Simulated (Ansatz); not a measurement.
A basis-limit estimate, worked out

An elementary step of SiNH₆F, singlet (SiNH₄F ([NH2][SiH2][F]) + H₂ → SiNH₅ ([NH2][SiH3]) + HF; Si–F, H–H broken or loosened, Si–H, F–H formed or tightened). “Start” and “end” are the PBE0-D4/def2-TZVP structures reached by relaxing down either side of its saddle point, with the molecules still in contact.

Program: Ansatz 0.2.0. Basis: def2-TZVPP and def2-QZVPP. Cores are frozen in the correlated methods.

Energies in eV:

| quantity | end | start |
| --- | --- | --- |
| Hartree–Fock, triple zeta (X = 3) | -12147.60758 | -12149.02027 |
| Hartree–Fock, quadruple zeta (X = 4) | -12148.07036 | -12149.50997 |
| MP2 correlation, X = 3 | -17.05641 | -17.00019 |
| MP2 correlation, X = 4 | -18.46219 | -18.40613 |
| CCSD(T) correlation, X = 3 | -18.46775 | -18.36135 |

Problem. Work out the step energy at the basis limit: extrapolate Hartree–Fock as E(X) = E∞ + A exp(−7.88 √X) and the MP2 correlation as E(X) = E∞ + B X^−2.97 (the exponents that Neese and Valeev fitted for def2-TZVPP and QZVPP), then add CCSD(T) − MP2 in triple zeta.

Solution. Each step is linear, so take the differences first (end − start): Hartree–Fock 1.41269 (X = 3) and 1.43961 (X = 4); MP2 correlation -0.05622 and -0.05606; CCSD(T) correlation -0.10640.
Two points give E∞ = E(4) + w [E(4) − E(3)], with w = 1/(exp(7.88 (2 − √3)) − 1) = 0.1377 for Hartree–Fock and w = 1/((4/3)^2.97 − 1) = 0.7407 for the correlation.
Hartree–Fock: 1.43961 + 0.1377 × 0.02692 = 1.4433 eV.
MP2 correlation: -0.05606 + 0.7407 × 0.00016 = -0.0559 eV.
CCSD(T) − MP2: -0.10640 − (-0.05622) = -0.0502 eV.
Sum: 1.4433 + (-0.0559) + (-0.0502) = 1.3372 eV, or 30.84 kcal/mol. Plain CCSD(T) in triple zeta gives 1.3063 eV, so the larger basis shifts the result by 0.0309 eV.

T1 diagnostic: at most 0.013.

Labels in which every atom is bracketed show which atoms are joined, not bond orders.

For scale, one of the runs: CCSD(T)/def2-TZVPP, 188 basis functions, launched by `ansatz run in.yaml --threads 2 --pin off --events-out ev --progress --plain --max-ram 4352MiB`. Hardware: 2 CPU threads of an Arm Neoverse V2, shared host. Wall time 35 s; peak host memory 2 GiB.
